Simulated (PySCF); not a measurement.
Structure with atom numbers: `[CH3:1][C:2]#[P:3]`. Each H is labelled by its parent atom.

Non-relativistic, rapidly exchanging positions averaged, no solvent model, one computed conformer. GIAO B97-2/pcSseg-2 shieldings; PBE0-D3(BJ)/def2-TZVP structure; PySCF 2.14.0 with density-fitted response routines.

Chemical shifts δ = σref − σ; ¹³C, ¹H against TMS; H3PO4 for ³¹P, all at this level.

```json
{"atoms": "C1", "nucleus": "¹³C", "count": "1", "δ (ppm)": "?"}
{"atoms": "C2", "nucleus": "¹³C", "count": "1", "δ (ppm)": "180.6"}
{"atoms": "H(C1)", "nucleus": "¹H", "count": "3", "δ (ppm)": "?"}
{"atoms": "P3", "nucleus": "³¹P", "count": "1", "δ (ppm)": "-41.2"}
```

Fill in the missing shifts.

Answers


- C1: 16.4 ppm, methyl carbon; saturated and bonded to C and H only
- H(C1): 2.27 ppm, hydrogen on a methyl carbon

Shifts are as computed. Against solution values, carbons near 30 ppm lie about +3 ppm off and those near 130 ppm about +7 ppm. Of 1211 compounds with measured shifts, 218 miss one by over three times the rms of a fit or turn the order of signals round; such compounds aren't used in these exercises. Experimental scales use liquid or dissolved standards, which lie at an offset from isolated H3PO4.
